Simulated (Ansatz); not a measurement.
# CHF (singlet): PBE, r2SCAN, PBE0, B3LYP, wB97M-V, B2PLYP, RPA-PBE over vertical spin and charge gaps, cc-pVTZ

How well do these functionals follow the top wave-function level for CHF (singlet) over vertical spin and charge gaps?

Method: cc-pVTZ, all electrons in the functionals, frozen cores in the correlation of double hybrids and RPA; program: Ansatz 0.2.0, Gaussian basis.

Plan: PBE, r2SCAN, PBE0, B3LYP, wB97M-V, B2PLYP, RPA-PBE, at charge 0, singlet; charge 0, triplet; charge 1, doublet.

11 further runs of the same task are left out: 7 for a known fault of the program, 4 set aside as unsound or not needed.

## 1. What is computed

The geometry is a PBE0/def2-TZVP stationary point (not a proven minimum).

3 atoms, charge 0, spin multiplicity 1.

Atoms are counted from 1 here; the program's logs count them from 0.

Bond lengths: C1–F2 1.301 Å, C1–H3 1.126 Å. Angles: F2–C1–H3 102.3°.

No dispersion term is added; wB97M-V holds VV10 nonlocal correlation. B3LYP takes the VWN-RPA correlation.

The geometry shown and the zero of energy belong to the point charge 0, singlet. The yardstick, UCCSDT(Q), and other wave-function levels (R restricted, U unrestricted, valence and pair active spaces) come from earlier runs.

## 2. PBE, charge 0, singlet

File in.yaml:

```yaml
crystal:
  periodic: [false, false, false]
  atoms:
    - {symbol: C, position_ang: [0.000000, -0.163885, 0.747173]}
    - {symbol: F, position_ang: [0.000000, 0.056933, -0.534482]}
    - {symbol: H, position_ang: [0.000000, 0.879752, 1.170931]}
basis:
  gaussian: {orbitals: cc-pVTZ}
magnetization: {spin_polarized: true, initial_magnetization: 0}
hamiltonian: {xc: {name: PBE}}
output: {orbitals: {seedname: orbitals}}
```

Command:

```console
ansatz run in.yaml --threads 1 --pin off --events-out ev --progress --plain --max-ram 4096MiB --backend cpu
```

Further steps of the session: PBE, charge 0, triplet; PBE, charge 1, doublet; r2SCAN, charge 0, singlet; r2SCAN, charge 0, triplet; r2SCAN, charge 1, doublet; PBE0, charge 0, singlet; PBE0, charge 0, triplet; PBE0, charge 1, doublet; B3LYP, charge 0, singlet; B3LYP, charge 0, triplet; B3LYP, charge 1, doublet; wB97M-V, charge 0, singlet; wB97M-V, charge 0, triplet; wB97M-V, charge 1, doublet; B2PLYP, charge 0, singlet; B2PLYP, charge 0, triplet; B2PLYP, charge 1, doublet; RPA-PBE, charge 0, singlet; RPA-PBE, charge 0, triplet; RPA-PBE, charge 1, doublet.

**Question.** What will the summary of the whole plan be? Wanted: singlet to triplet, UCCSDT(Q); ionisation to the doublet cation, UCCSDT(Q); largest miss, PBE; largest miss, r2SCAN; largest miss, PBE0; largest miss, B3LYP; largest miss, wB97M-V; largest miss, B2PLYP; largest miss, RPA-PBE.

The runs gave:

| quantity | value |
| --- | --- |
| singlet to triplet, UCCSDT(Q) | 22.0 kcal/mol |
| ionisation to the doublet cation, UCCSDT(Q) | 240.5 kcal/mol |
| largest miss, PBE | -5.2 kcal/mol (singlet to triplet) |
| largest miss, r2SCAN | -9.2 kcal/mol (singlet to triplet) |
| largest miss, PBE0 | -6.5 kcal/mol (singlet to triplet) |
| largest miss, B3LYP | -2.7 kcal/mol (singlet to triplet) |
| largest miss, wB97M-V | +1.7 kcal/mol (singlet to triplet) |
| largest miss, B2PLYP | -3.2 kcal/mol (singlet to triplet) |
| largest miss, RPA-PBE | +3.3 kcal/mol (ionisation to the doublet cation) |
| largest miss, RCCSD(T) | +0.2 kcal/mol (ionisation to the doublet cation) |
| largest miss, UCCSD(T) | -0.8 kcal/mol (singlet to triplet) |

Of the functionals, wB97M-V keep the smallest largest miss at the points compared (at most 1.7 kcal/mol) and r2SCAN strays most (9.2 kcal/mol, at singlet to triplet). r2SCAN, PBE0, B2PLYP clearly break the spin symmetry at some points (⟨S²⟩ up to 0.43 above the pure value), so energy there is bought with a mixed spin. Functionals and the yardstick converge differently with the basis, so part of each miss in cc-pVTZ is the basis.
